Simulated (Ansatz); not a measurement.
Fluorite SrCl2 was calculated with B3LYP (VWN-RPA form) (PAW; Ansatz, a program for electronic structure).

Numerical settings: plane-wave cutoff 460 eV, 6×6×6 k mesh, Fermi–Dirac smearing 0.01 eV, scalar-relativistic PAW data made under PBE.

A third-order Birch–Murnaghan fit to the energies gives V0 = 29.734 Å³/atom, B0 = 33.5 GPa, B′ = 4.5.

```
V (Å³/atom)  P (GPa)
-----------  -------
27.608             ?
28.248         1.931
28.992         0.898
29.503             ?
30.478             ?
31.222             ?
```

### Question
Estimate the withheld pressures from this fit; the answers are the runs' own values.

### Answer

- 27.608, P (GPa): 2.944
- 29.503, P (GPa): 0.266
- 30.478, P (GPa): -0.783
- 31.222, P (GPa): -1.464

The formula P = (3/2) B0 (x^(7/3) − x^(5/3)) [1 + (3/4)(B′ − 4)(x^(2/3) − 1)] with x = V0/V meets the computed pressures within 0.01 GPa when these rounded values are put in.

Measured, for comparison: bulk modulus 34.3 GPa (temperature not stated, no zero-point or thermal correction, from elastic constants; as tabulated in Kanchana et al., Calculated structural, elastic and electronic properties of …); equilibrium volume per atom 28.27 Å³/atom (room temperature, no zero-point or thermal correction; as tabulated in Kanchana et al., Calculated structural, elastic and electronic properties of …). Computed (rounded) less measured: bulk modulus -2 % (against room or unstated temperature, where such soft solids are markedly softer), equilibrium volume per atom +5.2 %.

Static lattice: no zero-point or thermal effects.
